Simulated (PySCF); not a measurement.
# Working out the ionisation energy of Al

Al [Ne] 3s2 3p1 (2P) → Al⁺ [Ne] 3s2 (1S). Calculation: PySCF 2.14, in aug-cc-pCVQZ-DK (10s9p7d5f3g, 134 functions); the spin-free X2C one-electron Hamiltonian (Gaussian nucleus). Frozen: nothing. Energies in hartree (1 hartree = 27.21139 eV):

```
             part   Al (lower)  Al⁺ (upper)
              UHF  -242.315991  -242.110204
MP2 opposite-spin    -0.305845    -0.299682
    MP2 same-spin    -0.094769    -0.092371
```

What does Hartree-Fock give?

(-242.110204) − (-242.315991) = 0.205787 hartree = 5.600 eV.

What do MP2 and SCS-MP2 (6/5 opposite-spin, 1/3 same-spin) give?

The opposite-spin parts differ by 0.168 eV and the same-spin parts by 0.065 eV. MP2: 5.600 + (0.168) + (0.065) = 5.833 eV. SCS-MP2: 5.600 + 1.2 × (0.168) + (0.065)/3 = 5.823 eV.

Measured between the centres of the two terms (NIST): 5.977 eV, so MP2 (all electrons) is off by -0.144 eV.

What remains against the reference includes basis incompleteness and correlation beyond second order.
